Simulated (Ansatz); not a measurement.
# Volume per atom of Ga (model structure, started from the dhcp type, P6₃/mmc, No. 194, 4 atoms in the cell) at several levels of theory

No measured value is used here.

Task: Put these levels in order of the volume per atom that they give for Ga (model structure, started from the dhcp type, P6₃/mmc, No. 194, 4 atoms in the cell), smallest first: PBE (Ansatz, an electronic-structure program), PBE-D3(BJ) (Ansatz), PBEsol (Ansatz).

Result: PBEsol (17.75 Å³/atom), PBE-D3(BJ) (17.98 Å³/atom), PBE (18.97 Å³/atom)

Ansatz's density-functional and Hartree–Fock values are scalar-relativistic unless marked +SOC, with PAW data made under PBE.

A model structure was made by putting elements into a prototype or built by hand; it is no filed structure, need not be a known phase, and can be a saddle point held by its symmetry.
